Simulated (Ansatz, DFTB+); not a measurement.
Loss of CH4: C3H7O → C2H3O + CH4

Species: C3H7O `CC(C)[O]`, doublet; C2H3O (vinyloxy radical) `C=C[O]`, doublet; CH4 `C`, singlet. This is a balance of energies; it says nothing on the path, which may need atoms to shift.

Shapes, held fixed at every level: PBE0-D4/def2-TZVP. Programs: Ansatz 0.2.0, DFTB+ 25.1. The zero-point and thermal change to 298 K, harmonic and unscaled (PBE0-D4/def2-TZVP), is -11.8 kJ/mol.

```
                level                    kind  ΔH(298 K) (kJ/mol)  CPU time (sum over the molecules)
                DFTB2          semi-empirical               +20.1                             0.14 s
     SPW92/def2-TZVPP                     LDA               +26.8                               14 s
  B3LYP-D4/def2-TZVPP           global hybrid               -18.5                               41 s
  BHLYP-D4/def2-TZVPP           global hybrid                -0.7                               40 s
r2SCAN0-D4/def2-TZVPP           global hybrid                +3.6                               56 s
   wB97M-V/def2-TZVPP  range-separated hybrid                -4.8                              2 min
   wB97X-V/def2-TZVPP  range-separated hybrid                +3.2                               94 s
    B2PLYP/def2-TZVPP           double hybrid               -22.2                               46 s
```

B2PLYP/def2-TZVPP gives ΔH(298 K) = -22.2 kJ/mol; the levels span -22.2 to +26.8. They disagree on the sign: 4 of 8 are positive. The median of the levels is +1.2. No measured value is set beside it here. Spin contamination: C2H3O (⟨S²⟩ up to 0.92). Open shells run unrestricted. B2PLYP/def2-TZVPP lies outside the range of all other levels here, so it shouldn't be taken on trust. Times are processor times on shared x86 and Arm servers, and rough.
